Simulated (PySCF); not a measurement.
Species: BH6P.
SMILES with atom numbers: `[BH3-:1][PH3+:2]` (hydrogens: H3, H4, H5 on B1; H6, H7, H8 on P2)

The closed-shell ground state was solved at several levels (PySCF, density fitting, gas phase, non-relativistic). Geometry: PBE0-D3(BJ)/def2-SVP; no solvent, vibrations or thermal averaging.

```csv
level,basis functions,total energy (Eh),HOMO (eV),LUMO (eV),gap (eV),dipole (D)
KT2/pcSseg-2,163,-373.1409,-7.34,-0.66,6.68,3.88
BLYP/pcSseg-2,163,-369.7800,-7.20,-0.74,6.46,3.92
BP86/pcSseg-2,163,-369.8512,-7.39,-0.66,6.73,3.94
PBE0/pcSseg-2,163,-369.6366,-8.58,0.03,8.61,4.10
OPBE/pcSseg-2,163,-369.7698,-7.23,-0.59,6.64,3.94
KT3/pcSseg-2,163,-372.8843,-7.39,-0.83,6.56,3.88
mPW1PW91/pcSseg-2,163,-369.8244,-8.62,0.01,8.63,4.10
B97-D/pcSseg-2,163,-369.8019,-7.28,-0.61,6.67,3.96
PBE/pcSseg-2,163,-369.5944,-7.28,-0.72,6.56,3.93
B3LYP/pcSseg-2,163,-369.8457,-8.40,-0.29,8.11,4.06
```

(1) Estimate the row for LDA/pcSseg-2, a basis of 163 functions; the other rows only guide the guess.

(2) In the pcSseg-2 basis, how does the gap go with the fixed share of exact exchange?

(3) How far do the dipole and the HOMO energy spread over the levels?

Answers

(1) Total energy -368.2042 Eh, HOMO -7.30 eV, LUMO -0.83 eV, gap 6.47 eV, dipole 3.97 D.

(2) BLYP (0 %) 6.46 eV; LDA (0 %) 6.47 eV; KT3 (0 %) 6.56 eV; PBE (0 %) 6.56 eV; OPBE (0 %) 6.64 eV; B97-D (0 %) 6.67 eV; KT2 (0 %) 6.68 eV; BP86 (0 %) 6.73 eV; B3LYP (20 %) 8.11 eV; PBE0 (25 %) 8.61 eV; mPW1PW91 (25 %) 8.63 eV. Each rise in the share widens the gap here.

(3) The dipole runs from 3.88 to 4.10 D (mean 3.97 D) and the HOMO from -8.62 to -7.20 eV.

B97-D is run here without its empirical dispersion term; that term would change no orbital, density or response property at a fixed geometry.
